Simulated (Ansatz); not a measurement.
Input file:

```yaml
crystal:
  periodic: [false, false, false]
  atoms:
    - {symbol: S, position_ang: [0.000000, -0.020718, -0.019228]}
    - {symbol: H, position_ang: [0.000000, 0.697660, -0.019228]}
    - {symbol: H, position_ang: [0.000000, -0.018865, 1.454593]}
    - {symbol: H, position_ang: [0.000000, -0.019707, -0.823679]}
basis:
  gaussian: {orbitals: cc-pVDZ}
total_charge: 1
magnetization: {spin_polarized: false, initial_magnetization: 2}
correlation: {method: ccsdt_q, electrons: valence}
scf: {omitted_lower_state_checks: [cluster_reference]}
```

```sh
$ ansatz run in.yaml --threads 1 --pin off --events-out ev --progress --plain --max-ram 2393MiB
```

Q: One thing in this input was set wrong on purpose, beside settings that are merely unusual. What is the gravest fault, and what does the program do?

A: Coordinates in the wrong unit (values in bohr typed as Å, so distances are 1.89 times too long). How the run ends: converged.
```
these checks for a lower state are left out or cut short: cluster_reference
605 factors; integrals over basis functions are off by at most 2.5e-7 eV
mean field evaluation 1: about -10817.6696 eV, gradient 1.3e1 eV
mean field evaluation 2: about -10817.7442 eV, gradient 1.3e1 eV
mean field evaluation 4: about -10818.4594 eV, gradient 9.2e-1 eV
mean field evaluation 8: about -10818.4669 eV, gradient 1.7e-3 eV
mean field -10818.46694518 eV, -397.5713272151 hartree, gradient 5.0e-6 eV, S^2 2.000000; 0 other end points of the search recorded, 0 dependent functions left out
5 core orbitals not correlated: weight in the atoms' cores, before any rotation towards them, 1.000 or more for the frozen orbitals, at most 0.000 for the correlated occupied ones
reference -10818.46694518 eV, -397.5713272151 hartree; 5, 3 occupied and 23, 25 virtual orbitals, 605 factors
second order -3.34580533 eV of doubles, -0.13976058 eV of singles
cycle   1  -3.98283908 eV  change   -4.9e-1 eV  update   4.3e-2
cycle   2  -4.19066836 eV  change   -2.1e-1 eV  update   1.6e-2
cycle   3  -4.19606575 eV  change   -5.4e-3 eV  update   4.4e-3
cycle   4  -4.19697432 eV  change   -9.1e-4 eV  update   1.9e-3
cycle   5  -4.19682687 eV  change    1.5e-4 eV  update   5.9e-4
cycle   6  -4.19664604 eV  change    1.8e-4 eV  update   2.1e-4
cycle   7  -4.19681408 eV  change   -1.7e-4 eV  update   6.9e-5
cycle   8  -4.19681210 eV  change    2.0e-6 eV  update   2.0e-5
cycle   9  -4.19679030 eV  change    2.2e-5 eV  update   6.5e-6
cycle  10  -4.19679255 eV  change   -2.2e-6 eV  update   1.7e-6
cycle  11  -4.19679449 eV  change   -1.9e-6 eV  update   6.2e-7
cycle  12  -4.19679443 eV  change    5.9e-8 eV  update   1.7e-7
perturbative correction -0.00207033 eV, -0.0000760831 hartree
Total energy: -10822.66580994 eV, -397.7256326490 hartree
Checks for a lower state left out: cluster_reference
```
